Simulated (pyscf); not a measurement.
## Atom transfer: HO–Ti(Cl)(Cl)–Cl + H• -> [HO–Ti(Cl)–Cl]• + HCl

Gas phase, doublet surface, charge 0. Bonds broken: Ti2–Cl3. Bonds formed: Cl3–H7. Optimised with ωB97X-D3(BJ)/def2-SVP in PySCF.

Transition state (Å):

```xyz
7

O     -0.3583     1.1268     0.6740
Ti    -0.8354    -0.4709     0.2060
Cl     0.7979    -1.4577    -0.8948
Cl    -2.2877    -0.3638    -1.4137
Cl    -1.5244    -1.6652     1.8950
H     -0.2405     2.0410     0.3926
H      0.1865    -1.5845    -2.6161
```

One imaginary mode, 1574i cm⁻¹; descent along it reached the two sides named, in the forms told below.

```json
[
 {"bond": "Ti2–Cl3", "change": "breaks", "reactant side (Å)": "2.167", "saddle": "2.203", "product side": "2.570"},
 {"bond": "Cl3–H7", "change": "forms", "reactant side (Å)": "3.5", "saddle": "1.831", "product side": "1.325"}
]
```

Electronic energies relative to the separated reactants (kcal/mol):

| level | barrier | reaction energy | reverse barrier |
|---|---|---|---|
| ωB97X-D3(BJ)/def2-TZVP | 9.6 | -16.2 | 25.8 |
| PBE/def2-TZVP | 2.5 | -6.0 | 8.5 |
| r²SCAN/def2-TZVP | 2.1 | -7.7 | 9.7 |
| B3LYP-D3(BJ)/def2-TZVP | 3.1 | -15.2 | 18.3 |
| PBE0-D3(BJ)/def2-TZVP | 5.2 | -14.3 | 19.5 |
| M06-2X/def2-TZVP | 8.6 | -25.7 | 34.3 |
| ωB97M-D3(BJ)/def2-TZVP | 8.7 | -21.8 | 30.5 |
| HF/def2-TZVP | 21.2 | -45.2 | 66.4 |

With ωB97M-D3(BJ)/def2-TZVP energies and thermal terms (ideal gas, 1 atm, RRHO with modes under 100 cm⁻¹ raised to 100, one conformer, R ln 2 for chiral ones without a mode under 150 cm⁻¹), in kcal/mol:

```
T (K)  ΔH‡   ΔG‡     ΔH     ΔG
-----  ---  ----  -----  -----
298    8.6  15.5  -18.9  -21.6
600    8.2  22.7  -19.9  -24.0
900    7.9  30.0  -21.0  -25.7
1200   7.6  37.4  -22.0  -27.2
```

On the product side the descent ends in an adduct with a Cl–Ti contact, 12.2 kcal/mol under the separated species and 38.0 kcal/mol under the saddle at ωB97X-D3(BJ)/def2-TZVP. What is counted as broken (Cl–Ti) persists as a longer contact in the product adduct; parting that adduct is a step of its own. This is the saddle that the search found; another between the same sides may lie lower. The angle at the transferred Cl is 105°: a side-on saddle, likely not the lowest. Open-shell species with a d-block atom are single-reference here; other states, and whether the spin sits on metal or ligand, were not checked.
